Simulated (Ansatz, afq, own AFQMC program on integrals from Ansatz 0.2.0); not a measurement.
## CH4S, triplet: AFQMC among the cluster methods

```xyz
6

C    -2.1229    0.0000    0.0000
H    -2.4861    1.0273    0.0000
H    -2.4861   -0.5137    0.8897
H    -2.4861   -0.5137   -0.8897
H    -1.0333    0.0000    0.0000
S     1.0621    0.0000    0.0000
```

Connectivity, by distances: CH4 ··· S.

Basis cc-pVTZ. Only valence electrons are correlated. Ansatz 0.2.0 and our own AFQMC program on the same integrals; the CISD trial comes from CCSD amplitudes, and released means the phaseless constraint is let go. Uncertainties: one standard error, sampling alone.

Determinant: UHF, the one that the program's search chose, which needn't be the lowest solution. The geometry is a point of a scan.

No full CI on the walks' own integrals is used here. The released AFQMC energy serves as the reference, which it does only where one determinant dominates, the energy is flat over the last release times and near the phaseless one (40 meV or 2 meV an electron, half that with transition metals). On small molecules, where full CI could be run and the noise was under 10 meV, such values lay within 10 meV of it in 19 cases of 20, a flattering rate, since the rule was set on those same cases; what remains of the bias isn't in the error bar.

Cautions: lower spins were not checked; the released value is read at 2.40 1/Eh (meV from the phaseless value at times in 1/Eh: -9 ± 7 at 0.24, -4 ± 5 at 0.51, -10 ± 6 at 0.99, -22 ± 8 at 1.62, -17 ± 7 at 2.40).

```
T1 diagnostic                               : 0.0096
weight of the determinant in the CISD state : 0.866
⟨S²⟩ of the determinant                     : 2.013
size of the correlated space                : 14 electrons in 114 orbitals
```

```
  level  correlation energy (eV)
    MP2                  -8.7474
   CCSD                  -9.8953
CCSD(T)                 -10.2165
```

**Question.** Estimate where phaseless AFQMC with a CISD trial lies against CCSD(T) on the same integrals.

**Answer.** 0.46 ± 0.14 kcal/mol below CCSD(T).

Reference: AFQMC with the constraint released, correlation energy -10.253 ± 0.007 eV.

| level | E − E(reference) (kcal/mol) | share of correlation (%) |
| --- | --- | --- |
| CCSD(T) | 0.85 ± 0.17 | 99.64 |
| ph-AFQMC/HF | 0.49 ± 0.71 | 99.79 |
| ph-AFQMC/CISD | 0.39 ± 0.22 | 99.84 |

A walk keeps the symmetry of its determinant, which the program's search chose and which needn't be the lowest solution, so a lower state of the same spin and another symmetry isn't excluded. Released energies are given only where the last usable release times agree within the noise; a slower fall can still hide under it.
